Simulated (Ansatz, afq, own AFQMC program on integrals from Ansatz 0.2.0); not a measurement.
Integrals from Ansatz 0.2.0, then the random walk in our own AFQMC program (afq).

```yaml
crystal:
  periodic: [false, false, false]
  atoms:
    - {symbol: Si, position_ang: [0.000000, -0.081122, 0.624572]}
    - {symbol: N, position_ang: [0.000000, 0.049408, -1.077458]}
    - {symbol: H, position_ang: [0.000000, 1.434266, 0.850543]}
    - {symbol: H, position_ang: [0.000000, 0.905200, -1.610089]}
    - {symbol: H, position_ang: [0.000000, -0.765663, -1.670950]}
basis:
  gaussian: {orbitals: cc-pVDZ}
magnetization: {spin_polarized: false}
correlation: {method: ccsd_t, electrons: outside_noble_gas, hamiltonian_folder: ham}
```

```sh
$ ansatz run in.yaml --threads 1 --pin off --events-out ev --progress --plain --max-ram 1843MiB
```

afq runs on the folder ham with

```
--method free --trial cisd --walkers 60 --time-step 0.03 --max-blocks 80 --target-error 0.00042 --factor-cut 1e-05 --seed 1732 --times 0,0.21,0.42,0.81,1.2,1.8,2.4,3 --taylor-order 8
```

Times are imaginary, in 1/Eh. The walk had a cap of 733 s.

Log:

```
orbitals 41  electrons 6 6  factors 322 of 450
reference energy -345.10956573 Eh
CCSD correlation -0.29086559 Eh in 10 cycles, weight of the determinant in the CISD state 0.8705
repeat  energy at the last time / Eh  error
    10  -345.409093  0.001034
    20  -345.411154  0.001650
    30  -345.409414  0.001580
    40  -345.410183  0.001358
    50  -345.410012  0.001101
    60  -345.409969  0.000956
    70  -345.410462  0.000890
    80  -345.410407  0.000822
time / (1/Eh)  energy / Eh  error  mean overlap
  0.00  -345.400102  0.000481  1.1486
  0.21  -345.404322  0.000434  1.1462
  0.42  -345.406861  0.000441  1.1423
  0.81  -345.409695  0.000434  1.1156
  1.20  -345.409647  0.000491  1.1180
  1.80  -345.410737  0.000572  1.1046
  2.40  -345.409676  0.000698  1.1121
  3.00  -345.410407  0.000822  1.0989
energy -345.410407 +/- 0.000822 Eh
```

The run passed its tests (error under three times the target), which doesn't prove that it has relaxed.

Against this walk (error 22.4 meV) on the same determinant: CCSD(T) 50.7 meV higher, CCSDT(Q) 10.2 meV higher (within the noise). The error is statistical, and a free projection of finite length keeps a remainder of its start.

Cautions: remainder of the start not in the error; error above the target (22.4 against 11.4 meV).

The walk took 2.9 min on 1 thread of Intel(R) Xeon(R) 6975P-C (Granite Rapids), on a shared host. The log's last line is the free-projection energy.

CCSDT and higher add their correlation energy to the determinant of the CCSD(T) run, since their own runs factorise the integrals more tightly (a shift of under 2 meV). A walk keeps the symmetry of its determinant, which the program's search chose and which needn't be the lowest solution, so a lower state of the same spin and another symmetry isn't excluded.
